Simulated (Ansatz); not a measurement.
Results of r²SCAN0 (PAW; Ansatz, a first-principles code) for rock-salt GdN.

Input:

Ansatz 0.2 input:
```yaml
crystal:
  lattice:
    - [0.0, 2.487, 2.487]
    - [2.487, 0.0, 2.487]
    - [2.487, 2.487, 0.0]
  atoms:
    - { symbol: Gd, position: [0.0, 0.0, 0.0], spin: 7.0 }
    - { symbol: N, position: [0.5, 0.5, 0.5], spin: 0.0 }
basis:
  ecutwfc: 520
  ecutrho_ratio: 4
  xc_grid: 3
kpoints:
  mp_grid: { grid: [10, 10, 10] }
hamiltonian:
  xc: r2scan0
  dispersion: none
  pseudopotentials: { kind: paw }
scf:
  occupations: { method: fermi_dirac, width: 0.01 }
  convergence: { dr2_threshold: 0.0000000002 }
output:
  forces: true
  stress: true
  eigenvalues: true
magnetization:
  spin_polarized: true
```

How many irreducible k-points, plane waves at Γ does the program set up, and what pressure does the run end with?

47 irreducible k-points, 869 plane waves at Γ; P = 0.38 GPa, so the cell is compressed on average and its volume would grow at this level.

Excerpt of the program's output:

```
WARN output.stress: scf.exx.energy_threshold = 1e-6 eV is looser than the 2e-8 eV advised for a stress under a hybrid functional (1e-8 eV for each atom of the …
Crystal: 2 atoms, lattice volume = 30.765 Å³
Basis set: ecut = 520 eV, 869 PW (Γ), exchange–correlation on 81×81×81 points (27 copies of the dense FFT grid, shifted against one another)
Bands: 19, of which v1, the nominal top of the filled ones, is band 12 counted from 1 (11 counted from 0)
Symmetry: 48 space group operations
Space group: Fm-3m (ITA 225), of the structure as read, at distance tolerance 3.1e-5 Å
k-points: 47 of 1000
Initial density: superposition of atomic densities (chi_scale 0.1, normalization cell, long waves kept (reshape's long-wave potential 0.00 eV rms))
Functional: x = r2scan, c = r2scan; τ floored in thin density (d = 2e-4 eV/Å³), warm-up for x = 0.75 r2scan + 0.25 exact, c = r2scan; τ floored in thin density (d = 2e-4 eV/Å³)
spin=Collinear: Kerker preconditioning applied to the charge; magnetization (m = ρ↑ − ρ↓) channel mixes plain (no charge-response kernel on spin).
SCF 1 converged in 16 iterations: F = -9734.605667 eV  dr2 = 4.45e-11
Crystal: 2 atoms, lattice volume = 30.765 Å³
Initial density: handed on by an earlier stage of this run
Functional: x = 0.75 r2scan + 0.25 exact, c = r2scan; τ floored in thin density (d = 2e-4 eV/Å³)
SCF 2 converged in 9 iterations: F = -9732.261831 eV  dr2 = 5.82e-11
Crystal: 2 atoms, lattice volume = 30.765 Å³
SCF 3 converged in 8 iterations: F = -9732.283622 eV  dr2 = 2.94e-11
Crystal: 2 atoms, lattice volume = 30.765 Å³
Crystal: 2 atoms, lattice volume = 30.765 Å³
SCF 5 converged in 12 iterations: F = -9732.284978 eV  dr2 = 6.06e-11
Crystal: 2 atoms, lattice volume = 30.765 Å³
SCF 6 converged in 3 iterations: F = -9732.284978 eV  dr2 = 5.97e-11
Magnetization: 7.0000 μB (15.0000 up, 8.0000 down)
Free energy (F): -9732.284978 eV
Internal energy: -9732.284978 eV  (E = F + TS)
E sigma→0 (E₀):  -9732.284978 eV
Fermi energy:    14.307080 eV
--- Forces (eV/Å), atoms counted from 1 ---
  atom   1  Gd    -0.00000000     0.00000000    -0.00000000
  atom   2  N      0.00000000    -0.00000000    -0.00000000
--- Stress (GPa, compression-positive) ---
        0.375070      -0.000000       0.000000
        0.000000       0.375070      -0.000000
        0.000000       0.000000       0.375070
  P = ⅓ Tr σ = 0.3751 GPa (3.751 kbar)
```

The PAW data were made under PBE.

Note: the state of the 4f shell is in doubt. Note: cell and atoms aren't relaxed at this level (pressure 0.4 GPa).
